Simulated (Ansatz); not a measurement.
C3H7FO2 can be A, `COC(C)(O)F`, or B, `CC(F)OCO`.

Gas-phase electronic energies from Ansatz, PBE0-D4/def2-TZVP geometries. CCSD(T)/CBS is the MP2 limit (def2-TZVPP, def2-QZVPP) plus CCSD(T) − MP2 in def2-TZVPP, frozen cores. Functionals use def2-TZVPP. B3LYP here is the variant with VWN-RPA as its local correlation; programs differ in this. Each species was taken in one conformer, which may not be the lowest.

A:

Z-matrix (Å, degrees):
```
C
O 1 1.411
H 1 1.095 2 111.6
H 1 1.094 2 111.6 3 -122.6
H 1 1.089 2 106.4 3 118.4
C 2 1.387 1 115.6 3 73.5
O 6 1.375 2 112.0 1 66.9
C 6 1.507 2 115.2 1 -58.3
F 6 1.372 2 102.7 1 -176.4
H 7 0.965 6 107.2 2 52.5
H 8 1.089 6 108.8 2 -172.2
H 8 1.089 6 110.7 2 68.5
H 8 1.089 6 109.3 2 -52.6
```

B:

Z-matrix (Å, degrees):
```
C
C 1 1.499
H 1 1.091 2 109.5
H 1 1.090 2 110.0 3 120.1
H 1 1.091 2 109.9 3 -119.7
F 2 1.390 1 109.1 3 -63.0
O 2 1.381 1 109.2 3 56.0
H 2 1.096 1 113.0 3 179.7
C 7 1.408 2 114.4 1 168.1
O 9 1.392 7 112.7 2 -72.3
H 9 1.092 7 110.7 2 46.6
H 9 1.093 7 104.8 2 165.3
H 10 0.962 9 108.4 7 -65.6
```

Q: Which is lower in electronic energy at CCSD(T)/CBS, and by how much? (Estimate.)

A: The calculation gave: A, by 4.3 kcal/mol.

Q: Give E(B) − E(A) in kcal/mol with MP2/def2-TZVPP, r2SCAN-D4, CCSD/def2-TZVPP, B2PLYP, PBE0-D4, B3LYP-D4, B3LYP. (An estimate is asked.)

A: Ansatz gave: MP2/def2-TZVPP 4.6, r2SCAN-D4 5.1, CCSD/def2-TZVPP 4.3, B2PLYP 3.5, PBE0-D4 4.4, B3LYP-D4 3.7, B3LYP 2.9. None reverses the order clearly.

Largest T1 diagnostic: 0.011.

The D4 term adds +0.8 kcal/mol with B3LYP and +0.4 kcal/mol with PBE0; it sums over pairs of atoms, weighted by their polarisabilities, and B3LYP, whose exchange is more repulsive, gets the larger term. From PBE to PBE0 (25 % exact exchange), in def2-TZVPP and without D4, E(B) − E(A) moves by +0.8 kcal/mol.
